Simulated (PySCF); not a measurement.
## How the method moves the HOMO and LUMO of `[C-]#[O+]`

Species: CO.
Bonds: C1–O2 (triple).

Basis pcSseg-2 throughout (PySCF), one geometry. Isolated species at its PBE0-D3(BJ)/def2-SVP geometry, gas phase.

How do the orbital energies, the gap and the dipole change with the method?

```
   method                    kind  HOMO (eV)  LUMO (eV)  gap (eV)  μ (D)  SCF cycles
     OPBE                     GGA      -8.96      -1.83      7.13   0.23          12
     BLYP                     GGA      -8.99      -1.92      7.07   0.18          12
      PBE                     GGA      -9.02      -1.98      7.04   0.22          12
    B97-D                     GGA      -9.09      -1.89      7.19   0.16          12
      LDA                     LDA      -9.10      -2.23      6.87   0.22          11
     BP86                     GGA      -9.14      -2.06      7.09   0.21          11
      KT2                     GGA      -9.20      -1.82      7.38   0.10          12
      KT3                     GGA      -9.24      -1.87      7.37   0.11          12
    B97-2           global hybrid     -10.45      -0.82      9.63   0.08          12
    B3LYP           global hybrid     -10.52      -1.08      9.43   0.08          11
     PBE0           global hybrid     -10.73      -0.73     10.01   0.09          11
 mPW1PW91           global hybrid     -10.78      -0.75     10.03   0.09          10
CAM-B3LYP  range-separated hybrid     -12.37       0.44     12.81   0.05          10
BHandHLYP           global hybrid     -12.44       0.47     12.91   0.08          10
  wB97X-D  range-separated hybrid     -12.78       1.19     13.97   0.09          11
  LC-wPBE  range-separated hybrid     -13.82       1.81     15.63   0.10          11
       HF            Hartree–Fock     -15.09       3.26     18.35   0.29           8
```

The HOMO spans 6.13 eV, from OPBE down to HF, and the gap runs from 6.87 eV (LDA) to 18.35 eV (HF). Over the methods OPBE (0 %), BLYP (0 %), PBE (0 %), B97-D (0 %), LDA (0 %), BP86 (0 %), KT2 (0 %), KT3 (0 %), B97-2 (21 %), B3LYP (20 %), PBE0 (25 %), mPW1PW91 (25 %), BHandHLYP (50 %), HF (100 %), a straight line through the gap against the share of exact exchange rises by 1.13 eV for each 10 % (correlation coefficient 0.999). The dipole ranges from 0.05 D (CAM-B3LYP) to 0.29 D (HF). This basis has no diffuse functions.

Reference dipole: 0.11 D (measured, gas; NIST CCCBDB Release 22 (SRD 101), experimental dipoles); nearest here: KT3 (0.11 D) and KT2 (0.10 D). 

The vertical ΔSCF ionisation energy at B3LYP/def2-SVPD is 14.17 eV; −ε(HOMO) comes closest to it with LC-wPBE (13.82 eV).
